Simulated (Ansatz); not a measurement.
**Elastic constant C11 of zinc-blende AlP at several levels of theory**

No measured value is used here.

```
level (code)           value (GPa)  cell (Å³/atom)
---------------------  -----------  --------------
LDA (Ansatz)                   133           20.05
PBE (Ansatz)                   125           20.88
HSE06 (Ansatz)                 138           20.52
Hartree–Fock (Ansatz)          155           21.23
```

Each level is taken at its own relaxed cell. K meshes differ between the levels. Ansatz's density-functional and Hartree–Fock values are scalar-relativistic unless marked +SOC, with PAW data made under PBE.

Ansatz is a quantum-chemistry and plane-wave program.
